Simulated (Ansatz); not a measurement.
## B20 (FeSi-type) FeSi

The numbers are results of B3LYP (VWN-RPA form) (plane waves, PAW; Ansatz, a program for electronic structure), not measurements.

Run with plane-wave cutoff 460 eV, 6×6×6 k mesh, Fermi–Dirac smearing 0.01 eV, no spin polarisation, scalar-relativistic PAW data made under PBE.

Cell: measured lattice: a = b = c = 4.4869 Å, α = β = γ = 90.00°.

```json
{
  "band_gap": "1.69 eV (indirect)",
  "smallest_direct_gap_on_the_k_points_sampled": "1.74 eV",
  "direct gap at Γ": "2.59 eV"
}
```

Measured, for comparison: band gap 0.05 eV (temperature not stated, not corrected to a static lattice, indirect, transport; lower end of the printed range; as tabulated in Tomczak (2018), arXiv:1802.07220). Computed (rounded) less measured: band gap +1.64 eV.

Note: cell and atoms aren't relaxed at this level (largest force component 0.22 eV/Å, pressure -8.0 GPa).

Computing time: around 14 core-minutes (rough).
